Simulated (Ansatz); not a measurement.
**C2H3F2N: how energies converge with the basis set**

The task here is to estimate one member of a computed series from the others.

The runs use Ansatz 0.2.0, Gaussian basis; one geometry, several basis sets.

Levels to be run: PBE0-D4/def2-SVP; ωB97M-V/def2-SVP; PBE0-D4/def2-QZVPP; ωB97M-V/def2-QZVPP; the functionals' def2-TZVPP values are taken from earlier runs.

## The geometry

All runs share one geometry, relaxed beforehand with PBE0-D4 in a triple-zeta def2 set.

SMILES `F/C=N\CF`, 8 atoms, charge 0, spin multiplicity 1.

Atoms are counted from 1 here; the program's logs count them from 0.

Bond lengths: F1–C2 1.335 Å, C2–N3 1.239 Å, C2–H6 1.087 Å, N3–C4 1.409 Å, C4–F5 1.379 Å, C4–H7 1.095 Å, C4–H8 1.095 Å. Angles: F1–C2–N3 126.7°, F1–C2–H6 110.8°, N3–C2–H6 122.5°, C2–N3–C4 128.4°, N3–C4–F5 116.2°, N3–C4–H7 108.1°, N3–C4–H8 108.1°, F5–C4–H7 107.5°, F5–C4–H8 107.5°, H7–C4–H8 109.2°.

The first run:

in.yaml reads:

```yaml
crystal:
  periodic: [false, false, false]
  atoms:
    - {symbol: F, position_ang: [-1.097979, 1.596840, -0.144360]}
    - {symbol: C, position_ang: [-0.739461, 0.729550, 0.805742]}
    - {symbol: N, position_ang: [0.001889, -0.254266, 0.669252]}
    - {symbol: C, position_ang: [0.648218, -0.708128, -0.497650]}
    - {symbol: F, position_ang: [0.433389, 0.032233, -1.641004]}
    - {symbol: H, position_ang: [-1.190591, 0.992976, 1.758878]}
    - {symbol: H, position_ang: [0.310433, -1.729706, -0.698321]}
    - {symbol: H, position_ang: [1.726201, -0.716498, -0.308237]}
basis:
  gaussian: {orbitals: def2-SVP}
hamiltonian: {xc: pbe0, dispersion: d4}
output: {orbitals: {seedname: orbitals}}
```

Steps of the session up to this table: PBE0-D4 in def2-SVP; ωB97M-V in def2-SVP; PBE0-D4 in def2-QZVPP; ωB97M-V in def2-QZVPP.

One of the session's tables, all rows but one given; the rest of the session is left out.

It belongs to the step «Density functionals: the series». 

```
functional       basis  HOMO (eV)  LUMO (eV)
   PBE0-D4    def2-SVP      -8.58      -0.02
   PBE0-D4  def2-TZVPP      -8.79      -0.24
   PBE0-D4  def2-QZVPP          ?          ?
   ωB97M-V    def2-SVP     -10.95       2.33
   ωB97M-V  def2-TZVPP     -11.14       2.00
   ωB97M-V  def2-QZVPP     -11.18       1.82
```

Estimate the missing values for PBE0-D4, def2-QZVPP.

As computed: HOMO (eV): -8.83; LUMO (eV): -0.32. In the column «HOMO (eV)» it lies between ωB97M-V, def2-SVP (-10.95) and PBE0-D4, def2-TZVPP (-8.79).
